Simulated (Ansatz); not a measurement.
Reaction (substitution at a C–O bond): `O=COCO` + `SS` → `O=CSS` + `OCO`

Calculated with Ansatz (gas phase, PBE0-D4/def2-TZVP geometries, no zero-point term in ΔE). CBS: MP2 limit from def2 TZ/QZ plus the TZ coupled-cluster correction, frozen cores. This one scheme is used for every species. Functionals use def2-TZVPP. B3LYP here is the variant with VWN-RPA as its local correlation; programs differ in this. Each species was taken in one conformer, which may not be the lowest.

| level | ΔE (kcal/mol) | difference from CCSD(T)/CBS |
| --- | --- | --- |
| PBE-D4 | 4.9 | -2.3 |
| r2SCAN-D4 | 6.8 | -0.4 |
| PBE0-D4 | 7.0 | -0.2 |
| B3LYP-D4 | 6.7 | -0.5 |
| ωB97X-V | 9.4 | 2.2 |
| ωB97M-V | 8.6 | 1.4 |
| B2PLYP | 7.3 | 0.1 |
| PBE | 5.1 | -2.1 |
| r2SCAN | 6.8 | -0.4 |
| PBE0 | 7.1 | -0.1 |
| B3LYP | 7.0 | -0.2 |
| HF/def2-TZVPP | 12.5 | 5.3 |
| MP2/def2-TZVPP | 7.0 | -0.2 |
| SCS-MP2/def2-TZVPP | 7.7 | 0.5 |
| CCSD/def2-TZVPP | 9.2 | 2.0 |
| CCSD(T)/def2-TZVPP | 8.4 | 1.2 |
| HF/def2-QZVPP | 12.4 | 5.2 |
| MP2/def2-QZVPP | 6.3 | -0.9 |
| SCS-MP2/def2-QZVPP | 7.1 | -0.1 |
| HF/CBS(def2) | 12.4 | 5.2 |
| MP2/CBS(def2) | 5.8 | -1.4 |
| CCSD/CBS(def2) | 8.0 | 0.8 |
| CCSD(T)/CBS | 7.2 | 0 |

Largest T1 diagnostic among the species: 0.017.

From PBE to PBE0 (25 % exact exchange), in def2-TZVPP and without D4, ΔE moves by +2.1 kcal/mol. In def2-TZVPP, CCSD(T) changes the Hartree–Fock value by −4.1 kcal/mol (the triples alone add −0.8 kcal/mol) and MP2 by −5.5 kcal/mol.
